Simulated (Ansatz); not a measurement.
For rock-salt ZrC, PBE-D4 (Ansatz, a first-principles code, plane waves, PAW) gives:

| Item | Result |
|---|---|
| equilibrium lattice constant a | 4.685 Å |
| enthalpy of formation | -0.925 eV/atom |

### Question
What does r²SCAN in Ansatz (plane waves, PAW) give for the same quantities?

### Answer

- lattice constant a: 4.711 Å (rises by 0.6 %)
- formation enthalpy: -1.009 eV/atom (moves by -0.084 eV/atom)

For comparison: lattice constant a 4.696 Å (measured, temperature not stated, not corrected to a static lattice; as tabulated in Zhang et al. (2018), doi:10.1088/1367-2630/aac7f0); formation enthalpy -1.019 eV/atom (measured, 298 K, copied from a table, unchecked, no zero-point or thermal correction; as tabulated in Wang et al. (2021), doi:10.1038/s41598-021-94550-5).

Changes are worked out from the printed values.

Unless a cell is named, each level is at its own relaxed cell (PBE-D4 12.86, r²SCAN 13.07 Å³/atom).

Ansatz's density-functional and Hartree–Fock values are scalar-relativistic unless marked +SOC, with PAW data made under PBE.
